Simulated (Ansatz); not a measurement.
**A ladder of methods for CH5OSi (SMILES [CH2][SiH2]O)**

CH5OSi has 8 atoms, charge 0, and is taken as a doublet. As SMILES, `[CH2][SiH2]O`. The shape was relaxed beforehand at wB97X-V/def2-SVP. This is one conformer, not always the lowest.

Quantity: the adiabatic ionisation energy (to the singlet cation, shapes relaxed at wB97X-V/def2-SVP, no zero-point term), in eV. The values are calculated.

| level | kind | program | value (eV) | less CCSD(T)/def2-TZVP |
| --- | --- | --- | --- | --- |
| UHF/def2-TZVP | Hartree–Fock | Ansatz | 6.14 | -0.01 |
| UPBE/def2-TZVP | GGA | Ansatz | 6.05 | -0.10 |
| UB3LYP/def2-TZVP | global hybrid | Ansatz | 6.25 | +0.10 |
| U-wB97M-V/def2-TZVP | range-separated hybrid | Ansatz | 6.06 | -0.09 |
| UMP2/def2-TZVP | perturbation theory | Ansatz | 5.96 | -0.19 |
| UCCSD(T)/def2-TZVP | coupled cluster or CI | Ansatz | 6.15 | 0.00 |

UCCSD(T)/def2-TZVP is the highest level here, not the true value. The values span 5.96 to 6.25 eV.
